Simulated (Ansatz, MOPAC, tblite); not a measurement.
# A ladder of methods for C2H3ClF2 (1-chloro-1,1-difluoroethane)

C2H3ClF2, singlet, SMILES `CC(F)(F)Cl`. Each level relaxes the structure for itself.

Each level gives the zero-point energy at each level's own minimum (kJ/mol). The values are calculated.

| level | kind | program | value (kJ/mol) |
| --- | --- | --- | --- |
| AM1 | semi-empirical | MOPAC | 134.5 |
| GFN2-xTB | semi-empirical | tblite | 127.0 |
| PM6 | semi-empirical | MOPAC | 121.8 |
| PM6-D3H4 | semi-empirical | MOPAC | 123.7 |
| HF/STO-3G | Hartree–Fock | Ansatz | 155.1 |
| HF/3-21G | Hartree–Fock | Ansatz | 142.8 |
| HF/6-31G* (Cartesian functions) | Hartree–Fock | Ansatz | 144.1 |
| PBE/def2-SVP | GGA | Ansatz | 129.1 |
| B3LYP/6-31G* (Cartesian functions) | global hybrid | Ansatz | 133.9 |
| PBE0-D4/def2-TZVP | global hybrid | Ansatz | 133.3 |

Harmonic and unscaled. The values span 121.8 to 155.1 kJ/mol.
